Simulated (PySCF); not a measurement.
## How exact exchange moves a shielding

Molecule: `C[C@@H]1C=C1F`, C₄H₅F.

Mapped SMILES: `[CH3:1][C@@H:2]1[CH:3]=[C:4]1[F:5]`. Each H is labelled by its parent atom.

GIAO shieldings (ppm, equivalent atoms averaged) in PySCF on the PBE0-D3(BJ)/def2-SVP geometry, basis pcSseg-2, gas phase, non-relativistic:

| functional | exact exchange (%) | σ(C4) | σ(C2) | σ(F5) |
| --- | --- | --- | --- | --- |
| BLYP | 0 | 9.1 | 138.7 | 294.4 |
| BP86 | 0 | 14.9 | 143.6 | 295.8 |
| PBE | 0 | 14.6 | 143.7 | 294.0 |
| B3LYP | 20 | 13.9 | 145.7 | 310.1 |
| mPW1PW91 | 25 | 19.9 | 151.0 | 313.4 |
| BHandHLYP | 50 | 20.9 | 154.4 | 329.7 |
| HF | 100 | 33.8 | 167.4 | 355.4 |

Problem. Fit each shielding as a line in the percentage of exact exchange.

Solution. σ(C4) = 12.4 + 0.21 x (rms 2.3 ppm); σ(C2) = 142.2 + 0.25 x (rms 1.9 ppm); σ(F5) = 296.1 + 0.61 x (rms 2.0 ppm). The functionals also differ in their semilocal parts, which the line can't hold; Hartree–Fock has no correlation at all.

Problem. What does the line predict for PBE0 (25 %), and what does the run give?

Solution. σ(C4): 17.6 predicted, 20.6 computed; σ(C2): 148.4 predicted, 151.9 computed; σ(F5): 311.4 predicted, 313.3 computed ppm.
